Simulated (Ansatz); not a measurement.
## Ansatz (development build ahead of 0.2.0) run

```yaml
crystal:
  periodic: [false, false, false]
  atoms:
    - { symbol: C, position_ang: [-1.27703, -0.39796, -0.00678] }
    - { symbol: H, position_ang: [-1.26745, -1.06232, 0.88773] }
    - { symbol: H, position_ang: [-1.25761, -1.09073, -0.86401] }
    - { symbol: H, position_ang: [-2.18253, 0.17479, -0.0121] }
    - { symbol: C, position_ang: [0.00076, 0.40516, 0.01447] }
    - { symbol: H, position_ang: [0.02332, 1.05551, 0.84544] }
    - { symbol: H, position_ang: [0.01655, 1.09309, -0.88009] }
    - { symbol: C, position_ang: [1.29315, -0.42502, -0.00024] }
    - { symbol: H, position_ang: [1.23632, -1.07411, 0.85321] }
    - { symbol: H, position_ang: [1.26815, -1.08053, -0.84607] }
    - { symbol: H, position_ang: [2.14636, 0.18384, 0.00844] }
basis:
  gaussian: { orbitals: def2-SVP }
hamiltonian:
  xc: hf
```

The input is written out in the form of the current development build from the run's settings.

Results

```json
{
  "Converged": "yes",
  "Total energy": "-118.17413 hartree",
  "Spin squared of the determinant": "0.000"
}
```
